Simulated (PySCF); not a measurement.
Core-level binding energies of thiocyanic acid

Species: thiocyanic acid, CHNS.
Structure used (PBE0-D3(BJ)/def2-SVP), in Å, numbered top down from 1:
```
atom  x, y, z in Å
N1     1.794   -0.136   -0.427
C2     0.650    0.069   -0.424
S3    -0.999    0.440   -0.495
H4    -1.362   -0.463    0.444
```

Method: delta-SCF UKS SCAN, pcX-2 on the ionised atom, pcseg-1 elsewhere, spin-free X2C in PySCF. Vertical ΔSCF values, vacuum level as zero.

Question: What binding energy does each computed site have?

Answer: 
```
atom(s)              bonded to  level  binding energy (eV)  count
     C2  N (triple bond) and S   C 1s               293.07      1
     N1        C (triple bond)   N 1s               405.50      1
     S3                C and H   S 1s              2479.91      1
```

Question: Which effective nuclear charge Zeff reproduces each element's mean 1s value in the hydrogen-like formula E = 13.606 eV × Zeff²?

Answer: C (Z = 6): mean 293.1 eV, Zeff = 4.64, Z − Zeff = 1.36; N (Z = 7): mean 405.5 eV, Zeff = 5.46, Z − Zeff = 1.54; S (Z = 16): mean 2479.9 eV, Zeff = 13.50, Z − Zeff = 2.50. Means run over the listed sites, weighted by atom count.

Question: Which photon energy gives electrons from S 1s of S3 a kinetic energy of 20 eV, and what is their de Broglie wavelength?

Answer: hν = 2479.91 + 20 = 2499.91 eV, recoil neglected; λ = 12.264 Å/√(E/eV) = 2.74 Å.

Not every level is listed. Isolated species at its PBE0-D3(BJ)/def2-SVP geometry, gas phase.
